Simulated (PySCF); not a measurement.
Compound: dimethylphosphine, C₂H₇P.
SMILES with atom numbers: `[CH3:1][PH:2][CH3:3]` (hydrogens: H4, H5, H6 on C1; H7 on P2; H8, H9, H10 on C3)

All values: PBE0/def2-SVPD (PySCF, non-relativistic), on one gas-phase PBE0-D3(BJ)/def2-SVP geometry that isn't relaxed in the solvent. The solvent is an IEF-PCM continuum (cavity from Bondi-type radii × 1.2). Specific hydrogen bonds and non-electrostatic terms are outside this model.

Gas phase at PBE0/def2-SVPD: HOMO -6.69 eV, LUMO 0.53 eV, dipole 1.32 D.

Task: What does the continuum do to the energy, the frontier levels and the dipole at PBE0/def2-SVPD in chloroform and tetrahydrofuran?

Result: 
```tsv
solvent	ε	E(solvent) − E(gas) (kcal/mol)	polarisation term (kcal/mol)	distortion of the solute (kcal/mol)	HOMO (eV)	LUMO (eV)	dipole (D)
chloroform	4.711	-1.57	-1.81	0.24	-6.74	0.66	1.72
tetrahydrofuran	7.426	-1.83	-2.16	0.33	-6.76	0.67	1.79
```

The first energy column is the sum of the next two and covers electrostatics alone. From chloroform to tetrahydrofuran the lowering changes by a factor 1.16, Onsager's factor (ε − 1)/(2ε + 1) by 1.14 and ε itself by 1.6.

Task: Which radius a makes the point-dipole formula ΔE = −[(ε − 1)/(2ε + 1)]·μ²/a³ give the value in tetrahydrofuran, with the gas-phase dipole?

Result: μ = 0.520 au and |ΔE| = 0.00292 Eh give a = 1.77 Å; the farthest nucleus lies 2.40 Å from the centroid of the nuclei, so such a sphere wouldn't even hold the nuclei. The formula assumes a rigid point dipole at the centre of a sphere.

Task: How does the static polarisability (PBE0/def2-SVPD, frozen core, with the continuum's full static response) change?

Result: 
| medium | isotropic (au) | principal values (au) | ⟨r²⟩ of the electrons (bohr²) |
| --- | --- | --- | --- |
| gas | 53.9 | 47.8, 53.3, 60.5 | 294.7 |
| chloroform | 68.5 | 62.0, 68.5, 74.9 | 294.7 |
| tetrahydrofuran | 71.2 | 64.9, 71.4, 77.4 | 294.6 |

The isotropic value in tetrahydrofuran is 1.32 times the gas-phase one; no cavity-field correction is applied. ⟨r²⟩ is taken about the centre of nuclear charge.
